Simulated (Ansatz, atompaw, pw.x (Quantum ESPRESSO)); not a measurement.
## What a changed setting does to a pw.x run (diamond Li)

Potential: PAW, atompaw 4.2.0.5, PBEsol; core [He], reference 2s1 2p0; waves: 2s (bound): rc 3.00 bohr; 2s channel at 0.15 Ry: rc 2.30 bohr; 2p (bound, empty): rc 3.00 bohr; 2p channel at 0.35 Ry: rc 3.00 bohr; 3d channel at 0.05 Ry: rc 3.00 bohr; local part: bessel scheme, radius 2.95 bohr; core correction: smooth core density matched at 2.12 bohr; augmentation: besselshape compensation charge, radius 3.00 bohr; PAW radius 3.00 bohr; waves and projectors: custom polynom2 7 10 vanderbiltortho.

The reference run (k-mesh 8³, cutoffs 40/400 Ry, Fermi–Dirac 0.01 Ry, mixing_beta 0.4, conv_thr 1e-9, no spin) gives 0.06 GPa at 25.938 Å³/atom, where all-electron LAPW gives -0.02 GPa. This run, with its own iteration cap, changes smearing to mp.

```
&control
  calculation='scf', prefix='x', pseudo_dir='./', outdir='./tmp', tstress=.true., disk_io='none'
/
&system
  ibrav=0, nat=2, ntyp=1, ecutwfc=40, ecutrho=400, nbnd=8,
  occupations='smearing', smearing='mp', degauss=0.01
/
&electrons
  conv_thr=1e-09, mixing_beta=0.4, electron_maxstep=60
/
ATOMIC_SPECIES
Li 1.0 Li.UPF
CELL_PARAMETERS angstrom
  0.00000000 2.96013939 2.96013939
  2.96013939 0.00000000 2.96013939
  2.96013939 2.96013939 0.00000000
ATOMIC_POSITIONS crystal
Li 0.0000 0.0000 0.0000
Li 0.2500 0.2500 0.2500
K_POINTS automatic
8 8 8 0 0 0
```

```bash
pw.x < Li.scf.in > Li.scf.out
```

Q: How does the run end?

A: It converges in 15 iterations; the free energy moves by +12.5 meV/atom and the pressure by -0.02 GPa. This scheme is built to cancel the term in the square of the width that Fermi–Dirac smearing leaves in the F of a metal.

```
Message from routine setup:
     using ibrav=0 with symmetry is DISCOURAGED, use correct ibrav instead
     lattice parameter (alat)  =       7.9109  a.u.
     unit-cell volume          =     350.0766 (a.u.)^3
     number of electrons       =         2.00
     number of Kohn-Sham states=            8
     kinetic-energy cutoff     =      40.0000  Ry
     charge density cutoff     =     400.0000  Ry
     scf convergence threshold =      1.0E-09
     Exchange-correlation= SLA PW PSX PSC
     number of k points=    29  Methfessel-Paxton smearing, width (Ry)=  0.0100
     iteration #  1     ecut=    40.00 Ry     beta= 0.40
     c_bands:  2 eigenvalues not converged
     total energy              =      -7.32796616 Ry
     estimated scf accuracy    <       0.00055478 Ry
     iteration #  2     ecut=    40.00 Ry     beta= 0.40
     total energy              =      -7.32872621 Ry
     estimated scf accuracy    <       0.00019607 Ry
     iteration #  3     ecut=    40.00 Ry     beta= 0.40
     total energy              =      -7.32593064 Ry
     estimated scf accuracy    <       0.00002940 Ry
     iteration #  4     ecut=    40.00 Ry     beta= 0.40
     total energy              =      -7.32670861 Ry
     estimated scf accuracy    <       0.00017317 Ry
     iteration #  5     ecut=    40.00 Ry     beta= 0.40
     total energy              =      -7.33054638 Ry
     estimated scf accuracy    <       0.00024944 Ry
     iteration #  6     ecut=    40.00 Ry     beta= 0.40
     total energy              =      -7.33047068 Ry
     estimated scf accuracy    <       0.00001665 Ry
     [... 3 iterations left out ...]
     iteration # 10     ecut=    40.00 Ry     beta= 0.40
     total energy              =      -7.33054393 Ry
     estimated scf accuracy    <       0.00000221 Ry
     iteration # 11     ecut=    40.00 Ry     beta= 0.40
     total energy              =      -7.33044609 Ry
     estimated scf accuracy    <       0.00000146 Ry
     iteration # 12     ecut=    40.00 Ry     beta= 0.40
     total energy              =      -7.33055193 Ry
     estimated scf accuracy    <       0.00000238 Ry
     iteration # 13     ecut=    40.00 Ry     beta= 0.40
     total energy              =      -7.33056407 Ry
     estimated scf accuracy    <       0.00000040 Ry
     iteration # 14     ecut=    40.00 Ry     beta= 0.40
     total energy              =      -7.33056875 Ry
     estimated scf accuracy    <          1.2E-09 Ry
     iteration # 15     ecut=    40.00 Ry     beta= 0.40
     the Fermi energy is     0.0010 ev
!    total energy              =      -7.33056875 Ry
     estimated scf accuracy    <          8.4E-10 Ry
     smearing contrib. (-TS)   =      -0.00015296 Ry
     convergence has been achieved in  15 iterations
          total   stress  (Ry/bohr**3)                   (kbar)     P=        0.35
     Message from routine punch:
     Nothing written, as per user request (disk_io='none')
```

The run took about 22 s on one core of a shared host (Intel(R) Xeon(R) Platinum 8259CL CPU @ 2.50GHz, 96 threads, 755 GiB, load 24).
